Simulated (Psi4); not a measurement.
# singlet CF+ at 4 levels

Wanted: a comparison of 4 runs (B3LYP/6-31G*, DSD-PBEP86/cc-pVTZ, OMP2/cc-pVTZ) of singlet CF+. 

The calculation is run with Psi4 1.11.

### 1 The molecule

CF+ has 2 atoms, charge +1, and is taken as a singlet. SMILES of the parent species: `[C]F`. The coordinates come from a PBE0-D4/def2-TZVP relaxation. That shape belongs to the parent species and isn't relaxed for this state.

Bond lengths: C1–F2 1.268 Å.

### 2 The energy at B3LYP/6-31G(d) (spherical functions) (run 1)

The input, input.json:

```json
{
  "schema_name": "qcschema_input",
  "schema_version": 1,
  "molecule": {
    "schema_name": "qcschema_molecule",
    "schema_version": 2,
    "symbols": ["C", "F"],
    "geometry": [0.0, 0.0, 0.00582036, 0.0, 0.0, 2.40244662],
    "molecular_charge": 1,
    "molecular_multiplicity": 1,
    "fix_symmetry": "c1"
  },
  "driver": "energy",
  "model": {
    "method": "b3lyp",
    "basis": "6-31G*"
  },
  "keywords": {
    "puream": true,
    "e_convergence": 1e-09,
    "d_convergence": 1e-08,
    "scf_type": "pk",
    "dft_radial_points": 99,
    "dft_spherical_points": 590
  }
}
```

The run is started by

```console
$ psi4 --qcschema input.json -n 1 --memory 1600MB
```

stdout:

```text
[...]
  Running in c1 symmetry.
[...]
  Nuclear repulsion =   22.531673336500951
[...]
  Multiplicity = 1
[...]
  Nalpha       = 7
  Nbeta        = 7
[...]
    Number of basis functions: 28
[...]
   @RKS iter   1:  -137.40203486086500    2.12640e-02   6.85969e-03 DIIS/ADIIS
[...]
   @RKS iter   9:  -137.42141008456181   -1.50635e-12   6.53258e-10 DIIS
[...]
    Orbital Energies [Eh]
    ---------------------
    Doubly Occupied:
       1A    -25.237550     2A    -10.857215     3A     -1.741456
       4A     -1.091345     5A     -0.934114     6A     -0.934114
       7A     -0.810102
[...]
  @RKS Final Energy:  -137.42141008456181
   => Energetics <=
    Nuclear Repulsion Energy =             22.5316733365009512
    One-Electron Energy =                -227.8082128256222347
    Two-Electron Energy =                  80.2185255597536155
    DFT Exchange-Correlation Energy =     -12.3633961551941294
    Empirical Dispersion Energy =           0.0000000000000000
    VV10 Nonlocal Energy =                  0.0000000000000000
    Total Energy =                       -137.4214100845618134
[...]
 Multipole Moments:
 ------------------------------------------------------------------------------------
     Multipole            Electronic (a.u.)      Nuclear  (a.u.)        Total (a.u.)
 ------------------------------------------------------------------------------------
 L = 1.  Multiply by 2.5417464519 to convert [e a0] to [Debye]
 Dipole X            :         -0.0000000            0.0000000           -0.0000000
 Dipole Y            :          0.0000000            0.0000000            0.0000000
 Dipole Z            :         -0.1930676           -0.4631463           -0.6562139
 Magnitude           :                                                    0.6562139
[...]
```

The result, in JSON:

```text
{
 "driver": "energy",
 "model": {
  "method": "b3lyp",
  "basis": "6-31G*"
 },
 "success": true,
 "return_result": -137.4214100845618,
 "properties": {
  "calcinfo_nbasis": 28,
  "calcinfo_nmo": 28,
  "calcinfo_nalpha": 7,
  "calcinfo_nbeta": 7,
  "calcinfo_natom": 2,
  "nuclear_repulsion_energy": 22.53167333650095,
  "return_energy": -137.4214100845618,
  "scf_one_electron_energy": -227.80821282562223,
  "scf_two_electron_energy": 80.21852555975362,
  "scf_xc_energy": -12.36339615519413,
  "scf_dipole_moment": [-3.269261107585454e-15, 4.948129695087405e-16, -0.6562139196028572],
  "scf_total_energy": -137.4214100845618,
  "scf_iterations": 9
 }
}
```

Wall time 2.5 s (1 thread of AMD EPYC 9B14 (Zen 4), shared host); peak memory 0.29 GiB.

### 3 The energy at B3LYP/6-31G(d) (Cartesian functions) (run 2)

The input, calc.dat:

```
memory 1600 MB

molecule molecule1 {
  1 1
  C      0.000000     0.000000     0.003080
  F      0.000000     0.000000     1.271320
  symmetry c1
  no_reorient
  no_com
}

set {
  basis                6-31G*
  puream               false
  e_convergence        1e-09
  d_convergence        1e-08
  scf_type             pk
  dft_radial_points    99
  dft_spherical_points 590
}

e = energy("b3lyp")
```

The run is started by

```console
$ psi4 calc.dat calc.out -n 1
```

calc.out:

```text
[...]
  Running in c1 symmetry.
[...]
  Nuclear repulsion =   22.531673323803066
[...]
  Multiplicity = 1
[...]
  Nalpha       = 7
  Nbeta        = 7
[...]
    Number of basis functions: 30
[...]
   @RKS iter   1:  -137.40486339410086    1.78804e-02   6.40471e-03 DIIS/ADIIS
[...]
   @RKS iter   9:  -137.42406466984716   -1.27898e-12   6.08048e-10 DIIS
[...]
    Orbital Energies [Eh]
    ---------------------
    Doubly Occupied:
       1A    -25.244533     2A    -10.856009     3A     -1.741294
       4A     -1.090752     5A     -0.933688     6A     -0.933688
       7A     -0.810246
[...]
  @RKS Final Energy:  -137.42406466984716
   => Energetics <=
    Nuclear Repulsion Energy =             22.5316733238030658
    One-Electron Energy =                -227.8108777351023662
    Two-Electron Energy =                  80.2100217328090395
    DFT Exchange-Correlation Energy =     -12.3548819913568817
    Empirical Dispersion Energy =           0.0000000000000000
    VV10 Nonlocal Energy =                  0.0000000000000000
    Total Energy =                       -137.4240646698471551
[...]
 Multipole Moments:
 ------------------------------------------------------------------------------------
     Multipole            Electronic (a.u.)      Nuclear  (a.u.)        Total (a.u.)
 ------------------------------------------------------------------------------------
 L = 1.  Multiply by 2.5417464519 to convert [e a0] to [Debye]
 Dipole X            :         -0.0000000            0.0000000           -0.0000000
 Dipole Y            :         -0.0000000            0.0000000           -0.0000000
 Dipole Z            :        -20.8403334           21.6569417            0.8166083
 Magnitude           :                                                    0.8166083
[...]
```

Wall time 2.8 s (1 thread of AMD EPYC 9B14 (Zen 4), shared host); peak memory 0.3 GiB.

Run 3 isn't shown in full; the table further down has it.

### 4 The energy at OMP2/cc-pVTZ (density fitting for correlation) (run 4)

The input, cf.xyz:

```xyz
2
CF
C      0.000000     0.000000     0.003080
F      0.000000     0.000000     1.271320
```

The input, run.py:

```python
import psi4

psi4.set_memory('1600 MB')
psi4.set_num_threads(1)
psi4.set_output_file('run.log', False)

with open('cf.xyz') as f:
    atoms = ''.join(f.readlines()[2:])
m = psi4.geometry('1 1\n' + atoms + 'symmetry c1')

options = {'basis': 'cc-pVTZ', 'puream': True, 'e_convergence': 1e-09, 'd_convergence': 1e-08, 'scf_type': 'pk', 'num_frozen_docc': 2}
psi4.set_options(options)

e_tot = psi4.energy("omp2", molecule=m)
print(f'total energy {e_tot:.8f} hartree = {e_tot * 27.211386:.5f} eV')
for k, v in sorted(psi4.core.scalar_variables().items()):
    print(f'{k:45s} {v:18.10f}')
```

The run is started by

```console
$ python run.py
```

run.log:

```text
[...]
  Running in c1 symmetry.
[...]
  Nuclear repulsion =   22.531673323803066
[...]
  Multiplicity = 1
[...]
  Nalpha       = 7
  Nbeta        = 7
[...]
    Number of basis functions: 60
[...]
   @RHF iter   1:  -136.80665202709380   -3.08382e-01   5.94256e-03 ADIIS/DIIS
[...]
   @RHF iter  10:  -136.87476016452558   -7.95808e-13   2.16209e-09 DIIS
[...]
    Orbital Energies [Eh]
    ---------------------
    Doubly Occupied:
       1A    -26.816000     2A    -11.920302     3A     -2.124674
       4A     -1.321004     5A     -1.134363     6A     -1.134363
       7A     -0.985853
[...]
  @RHF Final Energy:  -136.87476016452558
   => Energetics <=
    Nuclear Repulsion Energy =             22.5316733238030658
    One-Electron Energy =                -227.9397494768377328
    Two-Electron Energy =                  68.5333159885090737
    Total Energy =                       -136.8747601645255827
[...]
 Multipole Moments:
 ------------------------------------------------------------------------------------
     Multipole            Electronic (a.u.)      Nuclear  (a.u.)        Total (a.u.)
 ------------------------------------------------------------------------------------
 L = 1.  Multiply by 2.5417464519 to convert [e a0] to [Debye]
 Dipole X            :         -0.0000000            0.0000000           -0.0000000
 Dipole Y            :          0.0000000            0.0000000            0.0000000
 Dipole Z            :         -0.4130050           -0.4631463           -0.8761513
 Magnitude           :                                                    0.8761513
[...]
	Warning: cc_lambda option is changed to TRUE
	For this residual convergence, default PCG convergence is:     1.00e-07
[...]
	DF-MP2 Total Energy (a.u.)         :  -137.23383661757796
[...]
	DF-MP2 Total Energy (a.u.)         :  -137.24760887438930
[...]
	DF-OMP2 Total Energy (a.u.)        :  -137.24760887437830
[...]
```

Standard output:

```text
total energy -137.24760887 hartree = -3734.69766 eV
CURRENT CORRELATION ENERGY                         -0.3728487099
CURRENT ENERGY                                   -137.2476088744
CURRENT REFERENCE ENERGY                         -136.8747601645
DD SOLVATION ENERGY                                 0.0000000000
HF KINETIC ENERGY                                 136.3943053624
HF POTENTIAL ENERGY                              -273.2690655269
HF TOTAL ENERGY                                  -136.8747601645
HF VIRIAL RATIO                                     2.0035225430
MP2 CORRELATION ENERGY                             -0.3590764531
MP2 DOUBLES ENERGY                                 -0.3590764531
MP2 SINGLES ENERGY                                  0.0000000000
MP2 TOTAL ENERGY                                 -137.2338366176
NUCLEAR REPULSION ENERGY                           22.5316733238
OMP2 CORRELATION ENERGY                            -0.3728487099
OMP2 REFERENCE CORRECTION ENERGY                    0.0159226990
OMP2 TOTAL ENERGY                                -137.2476088744
ONE-ELECTRON ENERGY                              -227.9397494768
PCM POLARIZATION ENERGY                             0.0000000000
PE ENERGY                                           0.0000000000
SCF ITERATION ENERGY                             -136.8747601645
SCF ITERATIONS                                     10.0000000000
SCF TOTAL ENERGY                                 -136.8747601645
SCS(N)-MP2 CORRELATION ENERGY                     136.8747601645
SCS(N)-MP2 TOTAL ENERGY                             0.0000000000
SCS(N)-OMP2 CORRELATION ENERGY                    136.8747601645
SCS(N)-OMP2 TOTAL ENERGY                            0.0000000000
SCS-MP2 CORRELATION ENERGY                        136.8747601645
SCS-MP2 TOTAL ENERGY                                0.0000000000
SCS-OMP2 CORRELATION ENERGY                       136.8747601645
SCS-OMP2 TOTAL ENERGY                               0.0000000000
SOS-MP2 CORRELATION ENERGY                        136.8747601645
SOS-MP2 TOTAL ENERGY                                0.0000000000
SOS-OMP2 CORRELATION ENERGY                       136.8747601645
SOS-OMP2 TOTAL ENERGY                               0.0000000000
TWO-ELECTRON ENERGY                                68.5333159885
```

Wall time 3.3 s (1 thread of AMD EPYC 9B14 (Zen 4), shared host); peak memory 0.23 GiB.

### 5 All runs side by side

```csv
run,level,Cartesian functions,frozen core orbitals,energy (Eh),HOMO energy (eV),LUMO energy (eV),HOMO–LUMO gap (eV),wall time
1,B3LYP/6-31G* (spherical functions),no,0,-137.421410,-22.04,-13.71,8.33,2.5 s
2,B3LYP/6-31G* (Cartesian functions),yes,0,-137.424065,-22.05,-13.70,8.35,2.8 s
3,DSD-PBEP86/cc-pVTZ (density fitting for correlation),no,2,-137.284452,-25.25,-10.31,14.95,3.3 s
4,OMP2/cc-pVTZ (density fitting for correlation),no,2,-137.247609,-26.83,-8.37,18.46,3.3 s
```

### 6 Outcome

| quantity | value |
| --- | --- |
| run 4: total energy | -137.24761 Eh |
| run 4: HOMO energy (Hartree–Fock orbitals) | -26.83 eV |
| run 4: LUMO energy (Hartree–Fock orbitals) | -8.37 eV |
| run 4: HOMO–LUMO gap (Hartree–Fock orbitals) | 18.46 eV |
| run 4: correlation energy (2 core orbitals frozen) | -372.8 mEh |

What this shows: Over runs 1, 2, 3 the HOMO–LUMO gap runs from 8.33 eV (B3LYP/6-31G*) to 14.95 eV (DSD-PBEP86/cc-pVTZ). The two ends differ in method and basis. A double hybrid's value is that of its SCF part. Totals of different functionals can't be ranked against each other. All runs together took 12 s, the longest 3.3 s.
